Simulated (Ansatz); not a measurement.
```yaml
crystal:
  periodic: [false, false, false]
  atoms:
    - {symbol: W, position_ang: [0.000000, 0.000000, 0.000000]}
    - {symbol: Cl, position_ang: [2.201108, 0.012350, 0.003781]}
    - {symbol: Cl, position_ang: [-1.111246, 1.900042, -0.003625]}
    - {symbol: Cl, position_ang: [-1.089862, -1.912392, -0.000156]}
basis:
  gaussian: {orbitals: def2-TZVP}
magnetization: {spin_polarized: true, initial_magnetization: 3}
hamiltonian: {xc: pbe0}
relax: {f_tol: 0.004, max_steps: 80}
```

```sh
$ ansatz run in.yaml --threads 1 --pin off --events-out ev --progress --plain --max-ram 2176MiB
```

Steps of the relaxation (energy above the last step; positions in Å, forces in eV/Å):

```
4
step 1, 75.6 meV
W     0.000    0.000    0.000    0.000    0.000    0.000
Cl    2.201    0.012    0.004    1.090    0.006    0.002
Cl   -1.111    1.900   -0.004   -0.550    0.940   -0.002
Cl   -1.090   -1.912    0.000   -0.540   -0.947    0.000
```

```
4
step 2, 6.0 meV
W     0.000    0.000    0.000    0.000    0.000    0.000
Cl    2.263    0.013    0.004   -0.280   -0.002    0.000
Cl   -1.143    1.953   -0.004    0.142   -0.242    0.000
Cl   -1.121   -1.966    0.000    0.139    0.244    0.000
```

```
4
step 3, 0.2 meV
W     0.000    0.000    0.000    0.000    0.000    0.000
Cl    2.246    0.013    0.004    0.054    0.000    0.000
Cl   -1.134    1.939   -0.004   -0.027    0.047    0.000
Cl   -1.112   -1.952    0.000   -0.027   -0.047    0.000
```

```
4
step 4, 0.0 meV
W     0.000    0.000    0.000    0.000    0.000    0.000
Cl    2.249    0.013    0.004    0.000    0.000    0.000
Cl   -1.135    1.941   -0.004    0.000    0.000    0.000
Cl   -1.114   -1.954    0.000    0.000    0.000    0.000
```

Close pairs at the end: W1–Cl3 2.249 Å, W1–Cl4 2.249 Å, W1–Cl2 2.249 Å.

A stationary point of unrestricted PBE0 after 4 steps, with ⟨S²⟩ = 3.765 against 3.75 for a pure state; no frequencies were run, so it isn't proven a minimum. 2.2 min on 1 thread of Arm Neoverse N1, shared host.
